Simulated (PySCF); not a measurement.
**Fractional electron number in Ne (neon, neutral)**

The 2p beta orbital of [Ne] is emptied in steps (occupation f), with all orbitals relaxed, ending at [He] 2s2 2p5. Calculation: PySCF 2.14, in jorge-DZP-DKH (4s2p1d, 15 functions); scalar relativity by spin-free X2C-1e. The exact energy is a straight line in f; departures are measured from the line between the end points of the same method.

```
   f  UHF (eV)  LDA (eV)  PBE (eV)  PBE0 (eV)  r2SCAN (eV)  LC-wPBE (eV)  BHandHLYP (eV)  wB97X (eV)  TPSS (eV)  BLYP (eV)
   1     0.000     0.000     0.000      0.000        0.000         0.000           0.000       0.000      0.000      0.000
0.75     0.581    -1.722    -1.655     -1.096       -1.469        -0.643          -0.552      -0.628     -1.584     -1.661
 0.5     0.740    -2.307    -2.205     -1.457       -1.928        -0.850          -0.742      -0.829     -2.106     -2.217
0.25     0.531    -1.736    -1.647     -1.087       -1.421        -0.627          -0.562      -0.608     -1.571     -1.661
   0     0.000     0.000     0.000      0.000        0.000         0.000           0.000       0.000      0.000      0.000
```

```tsv
method	E(f=0) − E(f=1) (eV)	−ε at f=1 (eV)	−ε at f=0.5 (eV)
UHF	19.750	22.997	19.617
LDA	22.033	12.894	21.997
PBE	21.513	12.693	21.533
PBE0	21.395	15.545	21.419
r2SCAN	21.449	13.519	21.587
LC-wPBE	21.630	18.192	21.670
BHandHLYP	21.249	18.336	21.221
wB97X	21.388	18.024	21.438
TPSS	21.387	12.935	21.420
BLYP	21.480	12.638	21.480
```

Orbital energy along the path (eV):

| f | UHF | LDA | PBE | PBE0 | r2SCAN | LC-wPBE | BHandHLYP | wB97X | TPSS | BLYP |
| --- | --- | --- | --- | --- | --- | --- | --- | --- | --- | --- |
| 1 | -22.997 | -12.894 | -12.693 | -15.545 | -13.519 | -18.192 | -18.336 | -18.024 | -12.935 | -12.638 |
| 0.75 | -21.191 | -17.407 | -17.099 | -18.481 | -17.613 | -19.928 | -19.757 | -19.729 | -17.173 | -17.041 |
| 0.5 | -19.617 | -21.997 | -21.533 | -21.419 | -21.587 | -21.670 | -21.221 | -21.438 | -21.420 | -21.480 |
| 0.25 | -18.242 | -26.644 | -25.944 | -24.326 | -25.318 | -23.358 | -22.726 | -23.082 | -25.623 | -25.923 |
| 0 | -17.035 | -31.304 | -30.225 | -27.135 | -28.942 | -24.885 | -24.278 | -24.510 | -29.675 | -30.306 |

Reference removal energy between the ground levels: 21.565 eV (measured; NIST Atomic Spectra Database, ionization energies). The calculation has no spin-orbit coupling. UHF lacks correlation.
